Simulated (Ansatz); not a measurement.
`O=CC#CF` + `N#CO` → `N#COC=O` + `C#CF`  (substitution at a C–C bond)

Program: Ansatz. Geometries: PBE0-D4/def2-TZVP. ΔE: electronic, gas phase. CCSD(T)/CBS is the MP2 limit (def2-TZVPP, def2-QZVPP) plus CCSD(T) − MP2 in def2-TZVPP, frozen cores. This one scheme is used for every species. DFT in def2-TZVPP. One conformer a species, not always the lowest.

```
  species  PBE0-D4 energy (Eh)
`O=CC#CF`           -289.67235
   `N#CO`           -168.52364
`N#COC=O`           -281.76961
   `C#CF`           -176.42782
```

Q: Work out ΔE.

A: ΔE = (-281.76961) + (-176.42782) − (-289.67235) − (-168.52364) = -0.00144 Eh = -0.9 kcal/mol. CCSD(T)/CBS gives -2.5 kcal/mol.

Largest T1 diagnostic among the species: 0.017.

At CCSD(T), def2-SVP lies −1.2 kcal/mol from the extrapolated value and def2-TZVPP −0.4 kcal/mol. Leaving LDA and LC-ωPBE aside and taking each functional with its dispersion term where it has one, the values, not all of them listed here, spread over 2.3 kcal/mol, from ωB97X-V to HSE06-D4. LDA lies −0.9 kcal/mol from PBE without D4.
